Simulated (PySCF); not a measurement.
Species, as SMILES: [C-]#[NH+] (C-NH).
Geometry (B3LYP-D3(BJ)/def2-TZVP, fixed):
```xyz
3

C      0.0000     0.0000    -0.7364
N      0.0000     0.0000     0.4276
H      0.0000     0.0000     1.4250
```

Basis-set convergence of the isotropic shielding of H3 at PBE with PySCF. GIAO, no density fitting; atoms are numbered in the order shown. All functions are spherical. No added dispersion term, no relativity. Reference: the value in pcSseg-3, 27.68 ppm, itself unsure by roughly 0.05 ppm (its mean distance from cc-pCVQZ, pcseg-3, pcSseg-2). Deviations are taken from unrounded values.

| basis | functions | isotropic shielding of H3 (ppm) |
|---|---|---|
| 6-31G* | 30 | 28.58 |
| 6-31+G* | 38 | 28.49 |
| cc-pVDZ | 33 | 27.63 |
| aug-cc-pVDZ | 55 | 27.71 |
| def2-SVP | 33 | 27.97 |
| def2-SVPD | 48 | 27.81 |
| pcseg-1 | 33 | 27.88 |
| aug-pcseg-1 | 55 | 27.53 |
| 6-311G** | 42 | 28.16 |
| 6-311+G** | 50 | 28.19 |
| def2-TZVP | 68 | 28.10 |
| def2-TZVPD | 83 | 28.12 |
| cc-pVTZ | 74 | 27.77 |
| aug-cc-pVTZ | 115 | 27.81 |
| pcseg-2 | 74 | 27.82 |
| aug-pcseg-2 | 115 | 27.76 |
| def2-TZVPP | 76 | 27.78 |
| def2-TZVPPD | 91 | 27.78 |
| def2-QZVPP | 144 | 27.75 |
| def2-QZVPPD | 159 | 27.75 |

What the diffuse functions change, pair by pair:
- 6-31G* to 6-31+G*: 8 more functions, deviation 0.89 to 0.81 ppm
- cc-pVDZ to aug-cc-pVDZ: 22 more functions, deviation -0.06 to 0.03 ppm
- def2-SVP to def2-SVPD: 15 more functions, deviation 0.29 to 0.12 ppm
- pcseg-1 to aug-pcseg-1: 22 more functions, deviation 0.20 to -0.16 ppm
- 6-311G** to 6-311+G**: 8 more functions, deviation 0.47 to 0.50 ppm
- def2-TZVP to def2-TZVPD: 15 more functions, deviation 0.42 to 0.43 ppm
- cc-pVTZ to aug-cc-pVTZ: 41 more functions, deviation 0.09 to 0.12 ppm
- pcseg-2 to aug-pcseg-2: 41 more functions, deviation 0.13 to 0.08 ppm
- def2-TZVPP to def2-TZVPPD: 15 more functions, deviation 0.10 to 0.10 ppm
- def2-QZVPP to def2-QZVPPD: 15 more functions, deviation 0.06 to 0.06 ppm

They bring the value nearer the reference by more than 0.05 ppm in 3 of 10 pairs.
